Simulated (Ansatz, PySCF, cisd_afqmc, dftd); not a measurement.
Species: C₂H₂N, charge 0, doublet. C2H2N (SMILES C([CH2])#N, doublet).
B3LYP-D3(BJ)/def2-TZVP minimum from Ansatz (a program for electronic structure):
```xyz
5

C     -0.0090    -0.1659    -1.1772
C      0.0014     0.0261     0.1854
N      0.0103     0.1888     1.3399
H      0.9204    -0.2159    -1.7250
H     -0.9467    -0.2673    -1.7035
```
Charge 0, spin multiplicity 2.

Quantity: enthalpy of formation at 298 K (by atomisation, with ideal-gas terms from PySCF's Hessian at B3LYP-D3(BJ)/def2-TZVP and the atoms' measured values of the G2/97 table; no spin-orbit terms), in kcal/mol. Radicals and triplets start from unrestricted determinants; spin-orbit coupling is neglected. Correlated methods leave the cores frozen. Rows without X2C or -DK are non-relativistic. AFQMC is phaseless with a CISD trial state; ± is one standard error, without the phaseless bias. Outlying blocks are dropped, and bars are widened where a walk drifts. Over all cases where full CI ran beside it in this data, AFQMC minus full CI had a median of +0.1 mEh and passed +0.4 mEh in a tenth of the cases. CBS(X,Y): correlation extrapolated as X^-3, Hartree-Fock from the larger set (Q,5: extrapolated as (X+1)exp(-9√X)). A bracket is a step between two methods taken in the basis named. Functionals run without relativity, which enters their misses. 'core' is core correlation in cc-pwCVTZ, 'X2C' scalar relativity in cc-pVTZ-DK, both at CCSD(T). Where a partner has so few electrons that a lower coupled-cluster level is exact, that level stands in. The UHF reference of C2H2N ([CH2]C#N, doublet) is spin-contaminated (<S^2> up to 0.19 over the pure value in the sets run).

| level | program | enthalpy of formation at 298 K (kcal/mol) | difference against the last row |
|---|---|---|---|
| B3LYP-D3(BJ)/def2-TZVPD | Ansatz + dftd3 | 56.1 | -5.9 |
| PBE0-D4/def2-TZVPD | Ansatz + dftd4 | 54.9 | -7.1 |
| CCSD(T)/cc-pVQZ | Ansatz | 71.1 | 9.1 |
| CCSD(T)/cc-pV5Z | Ansatz | 68.3 | 6.3 |
| AFQMC/CISD/cc-pVDZ | cisd_afqmc | 108.2 ± 0.3 | 46.2 |
| CCSD(T)/CBS(cc-pVQZ,cc-pV5Z) + [AFQMC/CISD - CCSD(T)]/cc-pVDZ + core + X2C | Ansatz + cisd_afqmc | 62.3 ± 0.3 | 0.3 |
| CCSD(T)/CBS(cc-pVQZ,cc-pV5Z) + [CCSDT(Q) - CCSD(T)]/cc-pVDZ + core + X2C | Ansatz | 62.0 | 0.0 |
